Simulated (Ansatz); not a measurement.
Ansatz (a first-principles code) input:

Ansatz 0.2 input:
```yaml
crystal:
  periodic: [false, false, false]
  atoms:
    - {symbol: F, position_ang: [1.21575768, -0.26497151, -0.06891347]}
    - {symbol: N, position_ang: [0.00093047, 0.00291095, 0.26044308]}
    - {symbol: F, position_ang: [-0.37945142, 1.18437148, -0.07941355]}
    - {symbol: F, position_ang: [-0.83702995, -0.92166404, -0.05423982]}
basis:
  gaussian:
    orbitals: 6-31G*
hamiltonian:
  xc: {name: PBE0}
total_charge: 1
magnetization: {spin_polarized: true, initial_magnetization: 1}
```

What final total energy does it print?

-353.29975 Eh (PBE0/6-31G*).
